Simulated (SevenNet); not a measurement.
## Chalcopyrite CdGeAs2

Computed with the machine-learned potential SevenNet-l3i5 (trained on PBE and PBE+U data).

Cell: relaxed at this level.

lattice constant a: 6.050 Å
lattice parameter c: 11.531 Å

Measured, for comparison: lattice constant a 5.943 Å, lattice parameter c 11.216 Å (298 K, not corrected to a static lattice; as tabulated in Abstract on Scilit: Piezoelectric nonlinear optic CuGaSe2 and CdGeAs2: Crystal …). Computed (rounded) less measured: lattice constant a +1.8 %, lattice parameter c +2.8 %.

A machine-learned potential is trained on density-functional data: it inherits that level's misses and adds fitting errors of its own.

Note: this model's volume lies 7 % above that of the starting cell (a measured, published or database cell).
